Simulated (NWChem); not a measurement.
methylamine (CH5N); SMILES CN

Program: NWChem. Structure relaxed at the PBE0/def2-SVP level. Level: M05-2X/def2-SVP with SMD (1 M gas to 1 M solution), gas-phase geometry.

Task: What does the run give for solvent 1-propanol? Quantities: solvation free energy (kcal/mol); cavity-dispersion-structure term (kcal/mol); dipole in solution (D).

Result: 
* **solvation free energy (kcal/mol)**: -3.7
* **cavity-dispersion-structure term (kcal/mol)**: 0.5
* **dipole in solution (D)**: 1.66
